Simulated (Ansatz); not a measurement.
## Molecular dynamics of CH4B2

The input (input.yaml):

```yaml
crystal:
  periodic: [false, false, false]
  atoms:
    - { symbol: B, position_ang: [-0.821281, -0.397261, -0.546327] }
    - { symbol: B, position_ang: [0.252695, 0.712192, -0.579838] }
    - { symbol: C, position_ang: [0.102604, -0.367385, 0.596291] }
    - { symbol: H, position_ang: [-1.742136, -1.064006, -0.874876] }
    - { symbol: H, position_ang: [1.000607, 1.618836, -0.773246] }
    - { symbol: H, position_ang: [0.932251, 0.41767, 0.658887] }
    - { symbol: H, position_ang: [0.27527, -0.920046, 1.51912] }
magnetization:
  spin_polarized: true
basis:
  gaussian: { orbitals: "6-31G*" }
hamiltonian:
  xc: pbe0
md:
  timestep: 0.5
  n_steps: 150
  ensemble: nvt_nose_hoover
  temperature: 300.0
  initial_velocities: maxwell_boltzmann
  seed: 556797
```

Launched with:

```bash
$ ansatz run input.yaml --threads 1 --pin off --max-ram 2048MiB --backend cpu --events-out ev --progress --plain --runs-dir out
```

It starts from a relaxed structure.

Output, in part (one step line in 2, the closing report, with atoms numbered from 0):

```
md step     0: t =     0.00 fs  T =   300.0 K  F+E_penalty+E_count = -2448.73549791 eV  E_kin = 0.193890 eV  conserved = -2448.54160791 eV  (26 SCF iters)
md step     2: t =     1.00 fs  T =   277.5 K  F+E_penalty+E_count = -2448.72071407 eV  E_kin = 0.179318 eV  conserved = -2448.54139628 eV  (26 SCF iters)
md step     4: t =     2.00 fs  T =   230.5 K  F+E_penalty+E_count = -2448.68984599 eV  E_kin = 0.148957 eV  conserved = -2448.54089186 eV  (26 SCF iters)
md step     6: t =     3.00 fs  T =   202.7 K  F+E_penalty+E_count = -2448.67169155 eV  E_kin = 0.130994 eV  conserved = -2448.54070907 eV  (25 SCF iters)
md step     8: t =     4.00 fs  T =   209.8 K  F+E_penalty+E_count = -2448.67663765 eV  E_kin = 0.135596 eV  conserved = -2448.54107024 eV  (26 SCF iters)
md step    10: t =     5.00 fs  T =   221.7 K  F+E_penalty+E_count = -2448.68468313 eV  E_kin = 0.143287 eV  conserved = -2448.54145063 eV  (26 SCF iters)
md step    12: t =     6.00 fs  T =   204.5 K  F+E_penalty+E_count = -2448.67349578 eV  E_kin = 0.132161 eV  conserved = -2448.54142265 eV  (26 SCF iters)
md step    14: t =     7.00 fs  T =   158.8 K  F+E_penalty+E_count = -2448.64361400 eV  E_kin = 0.102654 eV  conserved = -2448.54108375 eV  (26 SCF iters)
md step    16: t =     8.00 fs  T =   114.4 K  F+E_penalty+E_count = -2448.61455215 eV  E_kin = 0.073953 eV  conserved = -2448.54075750 eV  (26 SCF iters)
md step    18: t =     9.00 fs  T =   100.9 K  F+E_penalty+E_count = -2448.60570985 eV  E_kin = 0.065204 eV  conserved = -2448.54069936 eV  (26 SCF iters)
md step    20: t =    10.00 fs  T =   123.6 K  F+E_penalty+E_count = -2448.62058055 eV  E_kin = 0.079873 eV  conserved = -2448.54094848 eV  (26 SCF iters)
md step    22: t =    11.00 fs  T =   159.8 K  F+E_penalty+E_count = -2448.64425846 eV  E_kin = 0.103253 eV  conserved = -2448.54131725 eV  (27 SCF iters)
md step    24: t =    12.00 fs  T =   176.4 K  F+E_penalty+E_count = -2448.65508898 eV  E_kin = 0.113991 eV  conserved = -2448.54150490 eV  (26 SCF iters)
md step    26: t =    13.00 fs  T =   158.5 K  F+E_penalty+E_count = -2448.64318916 eV  E_kin = 0.102417 eV  conserved = -2448.54128294 eV  (27 SCF iters)
md step    28: t =    14.00 fs  T =   128.0 K  F+E_penalty+E_count = -2448.62293352 eV  E_kin = 0.082726 eV  conserved = -2448.54081461 eV  (26 SCF iters)
md step    30: t =    15.00 fs  T =   125.9 K  F+E_penalty+E_count = -2448.62139378 eV  E_kin = 0.081400 eV  conserved = -2448.54069432 eV  (27 SCF iters)
md step    32: t =    16.00 fs  T =   162.0 K  F+E_penalty+E_count = -2448.64504339 eV  E_kin = 0.104733 eV  conserved = -2448.54112913 eV  (26 SCF iters)
md step    34: t =    17.00 fs  T =   199.0 K  F+E_penalty+E_count = -2448.66917235 eV  E_kin = 0.128611 eV  conserved = -2448.54154094 eV  (26 SCF iters)
md step    36: t =    18.00 fs  T =   199.5 K  F+E_penalty+E_count = -2448.66925889 eV  E_kin = 0.128956 eV  conserved = -2448.54147098 eV  (27 SCF iters)
md step    38: t =    19.00 fs  T =   167.0 K  F+E_penalty+E_count = -2448.64769910 eV  E_kin = 0.107948 eV  conserved = -2448.54110004 eV  (27 SCF iters)
md step    40: t =    20.00 fs  T =   133.2 K  F+E_penalty+E_count = -2448.62539680 eV  E_kin = 0.086076 eV  conserved = -2448.54082431 eV  (28 SCF iters)
md step    42: t =    21.00 fs  T =   123.4 K  F+E_penalty+E_count = -2448.61892646 eV  E_kin = 0.079751 eV  conserved = -2448.54081960 eV  (26 SCF iters)
md step    44: t =    22.00 fs  T =   138.8 K  F+E_penalty+E_count = -2448.62895287 eV  E_kin = 0.089724 eV  conserved = -2448.54102751 eV  (28 SCF iters)
md step    46: t =    23.00 fs  T =   160.3 K  F+E_penalty+E_count = -2448.64289590 eV  E_kin = 0.103570 eV  conserved = -2448.54131448 eV  (27 SCF iters)
md step    48: t =    24.00 fs  T =   161.7 K  F+E_penalty+E_count = -2448.64378421 eV  E_kin = 0.104503 eV  conserved = -2448.54148515 eV  (28 SCF iters)
md step    50: t =    25.00 fs  T =   130.2 K  F+E_penalty+E_count = -2448.62306524 eV  E_kin = 0.084173 eV  conserved = -2448.54130142 eV  (28 SCF iters)
md step    52: t =    26.00 fs  T =    85.3 K  F+E_penalty+E_count = -2448.59342427 eV  E_kin = 0.055149 eV  conserved = -2448.54084170 eV  (28 SCF iters)
md step    54: t =    27.00 fs  T =    67.4 K  F+E_penalty+E_count = -2448.58160406 eV  E_kin = 0.043590 eV  conserved = -2448.54069546 eV  (27 SCF iters)
md step    56: t =    28.00 fs  T =    88.8 K  F+E_penalty+E_count = -2448.59570149 eV  E_kin = 0.057413 eV  conserved = -2448.54109717 eV  (27 SCF iters)
md step    58: t =    29.00 fs  T =   115.8 K  F+E_penalty+E_count = -2448.61332159 eV  E_kin = 0.074861 eV  conserved = -2448.54145089 eV  (27 SCF iters)
md step    60: t =    30.00 fs  T =   116.0 K  F+E_penalty+E_count = -2448.61310427 eV  E_kin = 0.074947 eV  conserved = -2448.54136552 eV  (28 SCF iters)
md step    62: t =    31.00 fs  T =    93.2 K  F+E_penalty+E_count = -2448.59790426 eV  E_kin = 0.060245 eV  conserved = -2448.54107032 eV  (27 SCF iters)
md step    64: t =    32.00 fs  T =    72.8 K  F+E_penalty+E_count = -2448.58432300 eV  E_kin = 0.047049 eV  conserved = -2448.54085151 eV  (27 SCF iters)
md step    66: t =    33.00 fs  T =    75.1 K  F+E_penalty+E_count = -2448.58565088 eV  E_kin = 0.048567 eV  conserved = -2448.54081496 eV  (27 SCF iters)
md step    68: t =    34.00 fs  T =   103.7 K  F+E_penalty+E_count = -2448.60405461 eV  E_kin = 0.066999 eV  conserved = -2448.54098367 eV  (28 SCF iters)
md step    70: t =    35.00 fs  T =   142.2 K  F+E_penalty+E_count = -2448.62900493 eV  E_kin = 0.091926 eV  conserved = -2448.54129273 eV  (28 SCF iters)
md step    72: t =    36.00 fs  T =   162.8 K  F+E_penalty+E_count = -2448.64212109 eV  E_kin = 0.105196 eV  conserved = -2448.54151004 eV  (28 SCF iters)
md step    74: t =    37.00 fs  T =   147.5 K  F+E_penalty+E_count = -2448.63168593 eV  E_kin = 0.095313 eV  conserved = -2448.54134554 eV  (28 SCF iters)
md step    76: t =    38.00 fs  T =   112.7 K  F+E_penalty+E_count = -2448.60844822 eV  E_kin = 0.072862 eV  conserved = -2448.54088905 eV  (28 SCF iters)
md step    78: t =    39.00 fs  T =    98.1 K  F+E_penalty+E_count = -2448.59858089 eV  E_kin = 0.063431 eV  conserved = -2448.54072378 eV  (28 SCF iters)
md step    80: t =    40.00 fs  T =   118.0 K  F+E_penalty+E_count = -2448.61145251 eV  E_kin = 0.076245 eV  conserved = -2448.54107170 eV  (28 SCF iters)
md step    82: t =    41.00 fs  T =   142.8 K  F+E_penalty+E_count = -2448.62748425 eV  E_kin = 0.092286 eV  conserved = -2448.54143260 eV  (26 SCF iters)
md step    84: t =    42.00 fs  T =   139.4 K  F+E_penalty+E_count = -2448.62482482 eV  E_kin = 0.090066 eV  conserved = -2448.54140730 eV  (27 SCF iters)
md step    86: t =    43.00 fs  T =   107.1 K  F+E_penalty+E_count = -2448.60326307 eV  E_kin = 0.069190 eV  conserved = -2448.54109133 eV  (27 SCF iters)
md step    88: t =    44.00 fs  T =    72.9 K  F+E_penalty+E_count = -2448.58063285 eV  E_kin = 0.047139 eV  conserved = -2448.54078481 eV  (27 SCF iters)
md step    90: t =    45.00 fs  T =    64.9 K  F+E_penalty+E_count = -2448.57517858 eV  E_kin = 0.041965 eV  conserved = -2448.54071632 eV  (27 SCF iters)
md step    92: t =    46.00 fs  T =    89.5 K  F+E_penalty+E_count = -2448.59103792 eV  E_kin = 0.057846 eV  conserved = -2448.54094316 eV  (26 SCF iters)
md step    94: t =    47.00 fs  T =   125.8 K  F+E_penalty+E_count = -2448.61451373 eV  E_kin = 0.081307 eV  conserved = -2448.54132351 eV  (26 SCF iters)
md step    96: t =    48.00 fs  T =   140.0 K  F+E_penalty+E_count = -2448.62340047 eV  E_kin = 0.090463 eV  conserved = -2448.54152480 eV  (28 SCF iters)
md step    98: t =    49.00 fs  T =   116.4 K  F+E_penalty+E_count = -2448.60741172 eV  E_kin = 0.075221 eV  conserved = -2448.54124103 eV  (29 SCF iters)
md step   100: t =    50.00 fs  T =    82.2 K  F+E_penalty+E_count = -2448.58439822 eV  E_kin = 0.053101 eV  conserved = -2448.54070608 eV  (27 SCF iters)
md step   102: t =    51.00 fs  T =    83.2 K  F+E_penalty+E_count = -2448.58472196 eV  E_kin = 0.053773 eV  conserved = -2448.54065713 eV  (28 SCF iters)
md step   104: t =    52.00 fs  T =   123.6 K  F+E_penalty+E_count = -2448.61098423 eV  E_kin = 0.079897 eV  conserved = -2448.54119064 eV  (28 SCF iters)
md step   106: t =    53.00 fs  T =   158.3 K  F+E_penalty+E_count = -2448.63317282 eV  E_kin = 0.102291 eV  conserved = -2448.54155055 eV  (27 SCF iters)
md step   108: t =    54.00 fs  T =   153.6 K  F+E_penalty+E_count = -2448.62932502 eV  E_kin = 0.099273 eV  conserved = -2448.54135968 eV  (27 SCF iters)
md step   110: t =    55.00 fs  T =   123.1 K  F+E_penalty+E_count = -2448.60861372 eV  E_kin = 0.079550 eV  conserved = -2448.54094167 eV  (27 SCF iters)
md step   112: t =    56.00 fs  T =   103.1 K  F+E_penalty+E_count = -2448.59499587 eV  E_kin = 0.066635 eV  conserved = -2448.54070686 eV  (27 SCF iters)
md step   114: t =    57.00 fs  T =   115.6 K  F+E_penalty+E_count = -2448.60267807 eV  E_kin = 0.074684 eV  conserved = -2448.54080020 eV  (27 SCF iters)
md step   116: t =    58.00 fs  T =   152.4 K  F+E_penalty+E_count = -2448.62623238 eV  E_kin = 0.098509 eV  conserved = -2448.54111566 eV  (27 SCF iters)
md step   118: t =    59.00 fs  T =   184.7 K  F+E_penalty+E_count = -2448.64664591 eV  E_kin = 0.119384 eV  conserved = -2448.54141394 eV  (27 SCF iters)
md step   120: t =    60.00 fs  T =   185.5 K  F+E_penalty+E_count = -2448.64631340 eV  E_kin = 0.119872 eV  conserved = -2448.54144401 eV  (27 SCF iters)
md step   122: t =    61.00 fs  T =   153.4 K  F+E_penalty+E_count = -2448.62445965 eV  E_kin = 0.099140 eV  conserved = -2448.54110792 eV  (28 SCF iters)
md step   124: t =    62.00 fs  T =   119.6 K  F+E_penalty+E_count = -2448.60158874 eV  E_kin = 0.077297 eV  conserved = -2448.54071307 eV  (28 SCF iters)
md step   126: t =    63.00 fs  T =   118.2 K  F+E_penalty+E_count = -2448.60021761 eV  E_kin = 0.076412 eV  conserved = -2448.54078321 eV  (28 SCF iters)
md step   128: t =    64.00 fs  T =   143.6 K  F+E_penalty+E_count = -2448.61643785 eV  E_kin = 0.092833 eV  conserved = -2448.54121621 eV  (28 SCF iters)
md step   130: t =    65.00 fs  T =   158.6 K  F+E_penalty+E_count = -2448.62554998 eV  E_kin = 0.102513 eV  conserved = -2448.54140478 eV  (28 SCF iters)
md step   132: t =    66.00 fs  T =   143.8 K  F+E_penalty+E_count = -2448.61501205 eV  E_kin = 0.092954 eV  conserved = -2448.54119310 eV  (28 SCF iters)
md step   134: t =    67.00 fs  T =   114.8 K  F+E_penalty+E_count = -2448.59526086 eV  E_kin = 0.074167 eV  conserved = -2448.54088900 eV  (27 SCF iters)
md step   136: t =    68.00 fs  T =    97.9 K  F+E_penalty+E_count = -2448.58367014 eV  E_kin = 0.063265 eV  conserved = -2448.54074584 eV  (27 SCF iters)
md step   138: t =    69.00 fs  T =   106.9 K  F+E_penalty+E_count = -2448.58903109 eV  E_kin = 0.069105 eV  conserved = -2448.54079967 eV  (27 SCF iters)
md step   140: t =    70.00 fs  T =   137.2 K  F+E_penalty+E_count = -2448.60812601 eV  E_kin = 0.088660 eV  conserved = -2448.54099286 eV  (28 SCF iters)
md step   142: t =    71.00 fs  T =   170.2 K  F+E_penalty+E_count = -2448.62889700 eV  E_kin = 0.110017 eV  conserved = -2448.54125217 eV  (28 SCF iters)
md step   144: t =    72.00 fs  T =   182.7 K  F+E_penalty+E_count = -2448.63611160 eV  E_kin = 0.118089 eV  conserved = -2448.54138253 eV  (28 SCF iters)
md step   146: t =    73.00 fs  T =   165.5 K  F+E_penalty+E_count = -2448.62375296 eV  E_kin = 0.106964 eV  conserved = -2448.54113242 eV  (28 SCF iters)
md step   148: t =    74.00 fs  T =   142.4 K  F+E_penalty+E_count = -2448.60755838 eV  E_kin = 0.092059 eV  conserved = -2448.54071062 eV  (28 SCF iters)
md step   150: t =    75.00 fs  T =   149.3 K  F+E_penalty+E_count = -2448.61121360 eV  E_kin = 0.096510 eV  conserved = -2448.54073972 eV  (28 SCF iters)
Total energy: -2448.61123085 eV, -89.9848030053 hartree
Atom 0 at    -0.875517    -0.375307    -0.605888 Å, force     0.194380    -0.204326     0.323858 eV/Å
Atom 1 at     0.197459     0.665777    -0.592573 Å, force    -0.671559    -1.125875     0.408963 eV/Å
Atom 2 at     0.247858    -0.274645     0.615761 Å, force    -0.176932     0.369733     0.142730 eV/Å
Atom 3 at    -1.705655    -1.215430    -0.619461 Å, force    -0.056806    -0.045016     0.045540 eV/Å
Atom 4 at     0.918764     1.522673    -0.721256 Å, force     1.030360     1.290017    -0.284403 eV/Å
Atom 5 at     1.000290     0.012235     1.370435 Å, force    -0.233679    -0.105773    -0.485833 eV/Å
Atom 6 at    -0.304199    -1.109754     1.043482 Å, force    -0.085764    -0.178761    -0.150854 eV/Å
Dipole moment:     0.039470    -0.195287     0.350622 e Å
```

All steps were run. The conserved energy stayed within 0.15 meV per atom of its start (net change 0.12 meV per atom), so the integration is sound. The mean temperature of the second half is 57 % below the set value. A run of 0.075 ps of so small a system gives no equilibrium averages.

The same pairs are bonded in the first frame and the last. Pairs count as bonded within 1.25 times the sum of covalent radii (0.12 Å more for H–H).

Last frame:

```xyz
7
Properties=species:S:1:pos:R:3
B -0.875 -0.375 -0.606
B 0.198 0.666 -0.593
C 0.248 -0.275 0.616
H -1.706 -1.215 -0.620
H 0.919 1.523 -0.721
H 1.000 0.012 1.370
H -0.304 -1.110 1.044
```

Run time: 3.1 min on 1 thread of INTEL(R) XEON(R) PLATINUM 8581C CPU @ 2.30GHz (Emerald Rapids), with other jobs on the host, peak memory 0.13 GiB.
